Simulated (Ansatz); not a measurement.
**CH2BN: ionisation energy by level of theory**

One table from this session's results is given with a row withheld; the runs are named, their logs left out.

Program: Ansatz 0.2.0, Gaussian basis. Level of theory: unrestricted cation, the program's frozen cores in correlated methods. These are calculated values, not measurements.

Levels to be run: UKS PBE-D4/def2-TZVPP; UKS r2SCAN-D4/def2-TZVPP; UKS PBE0-D4/def2-TZVPP; UKS B3LYP-D4/def2-TZVPP; UKS wB97X-V/def2-TZVPP; UKS wB97M-V/def2-TZVPP; UKS B2PLYP/def2-TZVPP; UHF-CCSD(T)/def2-TZVPP; UHF-MP2/def2-QZVPP; extrapolation to the limit; then −ε(HOMO) from the neutral's earlier runs with LDA (SPW92), PBE-D4, revPBE-D4, BLYP-D4, r2SCAN-D4, B97M-V, PBE0-D4, B3LYP-D4, r2SCANh-D4, r2SCAN0-D4, HSE06-D4, BHLYP-D4, CAM-B3LYP-D4, LC-ωPBE, ωB97X-V, ωB97M-V.

### The relaxed structure

All runs share one geometry, relaxed beforehand with PBE0-D4 in a triple-zeta def2 set.

SMILES `BC#N`, 5 atoms, charge 0, spin multiplicity 1.

Atoms are counted from 1 here; the program's logs count them from 0.

Bond lengths: B1–C2 1.522 Å, B1–H4 1.189 Å, B1–H5 1.189 Å, C2–N3 1.154 Å. Angles: C2–B1–H4 118.9°, C2–B1–H5 118.9°, H4–B1–H5 122.2°, B1–C2–N3 180.0°.

The first run:

Contents of in.yaml:

```yaml
crystal:
  periodic: [false, false, false]
  atoms:
    - {symbol: B, position_ang: [-0.219243, 0.441271, -0.341932]}
    - {symbol: C, position_ang: [0.352681, -0.696660, 0.490720]}
    - {symbol: N, position_ang: [0.786488, -1.559643, 1.122162]}
    - {symbol: H, position_ang: [-0.744252, 0.187407, -1.377635]}
    - {symbol: H, position_ang: [-0.125875, 1.554025, 0.065284]}
basis:
  gaussian: {orbitals: def2-TZVPP}
total_charge: 1
magnetization: {spin_polarized: true, initial_magnetization: 1}
hamiltonian: {xc: pbe, dispersion: d4}
```

Among the steps run: Cation, UKS PBE-D4/def2-TZVPP; Cation, UKS r2SCAN-D4/def2-TZVPP; Cation, UKS PBE0-D4/def2-TZVPP; Cation, UKS B3LYP-D4/def2-TZVPP; Cation, UKS wB97X-V/def2-TZVPP; Cation, UKS wB97M-V/def2-TZVPP; Cation, UKS B2PLYP (frozen core)/def2-TZVPP; Cation, UHF-CCSD(T)/def2-TZVPP; Cation, UHF-MP2/def2-QZVPP.

One of the session's tables, all rows but one given; the rest of the session is left out.

Orbital estimates, from the neutral's runs:

| functional | −ε(HOMO) (eV) |
| --- | --- |
| LDA (SPW92) | 8.53 |
| PBE-D4 | 8.40 |
| revPBE-D4 | 8.34 |
| BLYP-D4 | 8.28 |
| r2SCAN-D4 | 8.67 |
| B97M-V | 8.68 |
| PBE0-D4 | 9.75 |
| B3LYP-D4 | 9.52 |
| r2SCANh-D4 | 9.18 |
| r2SCAN0-D4 | 9.94 |
| HSE06-D4 | ? |
| BHLYP-D4 | 10.99 |
| CAM-B3LYP-D4 | 11.17 |
| LC-ωPBE | 12.60 |
| ωB97X-V | 12.18 |
| ωB97M-V | 12.04 |

**Question.** Estimate the row for HSE06-D4.

The run gave: −ε(HOMO) (eV): 9.34. In the column «−ε(HOMO) (eV)» it lies between r2SCANh-D4 (9.18) and B3LYP-D4 (9.52).
